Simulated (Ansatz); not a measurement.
This geometry of C₂H₆Al (9 atoms, charge 0, multiplicity 2) is a first-order saddle point.

Computed with UKS BHLYP-D4/def2-SVP (Ansatz 0.2.0).

```xyz
9
Properties=species:S:1:pos:R:3
C -0.527 0.657 -0.730
C 0.456 -0.372 -0.166
Al -0.127 -1.251 1.514
H -1.497 0.206 -0.964
H -0.154 1.113 -1.653
H -0.714 1.475 -0.026
H 0.648 -1.147 -0.918
H 1.425 0.103 0.038
H 0.577 -0.831 2.888
```

Problem. Which two structures does it join? (They come from a converged band through this point; their orientation in space is the band's.)

Solution. No bond is made or broken. The dihedral H7–C2–Al3–H9 goes from -127 to 55°.

Image 0:

```xyz
9
Properties=species:S:1:pos:R:3
C -0.491 0.615 -0.568
C 0.639 -0.365 -0.258
Al 0.596 -1.168 1.553
H -1.474 0.140 -0.493
H -0.410 1.029 -1.580
H -0.497 1.461 0.126
H 0.653 -1.185 -0.988
H 1.617 0.122 -0.376
H -0.545 -0.695 2.567
```

Image 8:

```xyz
9
Properties=species:S:1:pos:R:3
C -0.512 0.738 -0.812
C 0.352 -0.241 -0.028
Al -0.142 -0.710 1.826
H -1.540 0.377 -0.915
H -0.129 0.911 -1.823
H -0.569 1.713 -0.318
H 0.427 -1.204 -0.557
H 1.390 0.120 0.034
H 0.812 -1.750 2.577
```

Problem. How far does it lie above each of them?

Solution. 0.027 eV above the first and 0.046 eV above the second. This is the barrier of this one path; another mechanism may lie lower.

Time of the run: 95 s on 2 threads of Intel(R) Xeon(R) Platinum 8488C (Sapphire Rapids), with other jobs on the host, peak memory 0.2 GiB.
